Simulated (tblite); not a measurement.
A tight-binding relaxation on `CC(C)[P@@H](C)=O`.

Computed with GFN2-xTB geometry optimisation, gas phase (tblite 0.8.0). Start geometry: from a force field or distance geometry. A driver script takes a list of jobs; this job's settings line and coordinates (Å) are shown.

Command:
```bash
OMP_NUM_THREADS=1 python probes_run.py task.json out
```

Input:
```
{"job": {"kind": "relax", "xc": "GFN2-xTB", "basis": "xTB"}, "charge": 0, "multiplicity": 1}
C     -0.662600     1.426900    -0.173200
C     -0.637000     0.021000     0.390300
C     -1.853700    -0.766900    -0.053600
P      0.907700    -0.857800    -0.090500
C      2.165300     0.015100     0.879500
O      0.830800    -2.279000     0.445500
H     -1.599800     1.944200     0.094900
H     -0.585100     1.413800    -1.259900
H      0.167500     2.024000     0.207700
H     -0.648200     0.072600     1.499100
H     -2.789400    -0.255300     0.233500
H     -1.866200    -0.891500    -1.143000
H     -1.876800    -1.761600     0.398600
H      1.141400    -0.697500    -1.466700
H      2.251000     1.059400     0.532700
H      1.912100     0.013500     1.948200
H      3.136100    -0.468800     0.740400
```

Estimate the output.

```
step      E/eV     max force
  0    -565.98944    4.133
  1    -566.12841    2.703
  2    -566.19665    0.752
  3    -566.22624    0.713
  4    -566.26117    0.538
  5    -566.26983    0.280
  6    -566.27433    0.160
  7    -566.27606    0.137
  8    -566.27918    0.166
  9    -566.28164    0.206
... (76 lines left out)
 86    -566.31382    0.020
 87    -566.31388    0.022
 88    -566.31399    0.031
 89    -566.31416    0.042
 90    -566.31436    0.037
 91    -566.31450    0.018
 92    -566.31454    0.013
 93    -566.31456    0.011
 94    -566.31458    0.013
 95    -566.31459    0.009
```

«max force» is the largest atomic force in eV/Å.

From which step on does the largest force stay under 0.1 eV/Å, and how much energy is left to gain from there?

From step 19 (0.098 eV/Å), 13.1 meV above the end.

Main results: energy lowered by 7.5 kcal/mol over 95 steps; largest atomic force 0.009 eV/Å at the end.

Give the final coordinates.

0.203 Å rms from the input after alignment:
```
atom  x, y, z in Å
C1    -0.6592    1.4551   -0.0818
C2    -0.7210    0.0377    0.4657
C3    -1.8555   -0.7709   -0.1520
P4     0.8242   -0.9089    0.1387
C5     2.2419    0.0604    0.7622
O6     0.8019   -2.2874    0.6334
H7    -1.6331    1.9336    0.0063
H8    -0.3798    1.4426   -1.1340
H9     0.0651    2.0561    0.4629
H10   -0.8435    0.0560    1.5562
H11   -2.8231   -0.3302    0.0813
H12   -1.7427   -0.8096   -1.2352
H13   -1.8309   -1.7896    0.2307
H14    0.9553   -0.8128   -1.2506
H15    2.3208    1.0367    0.2962
H16    2.1320    0.1645    1.8413
H17    3.1404   -0.5213    0.5622
```
Labels such as C1 count atoms from 1, the log's own numbers from 0.
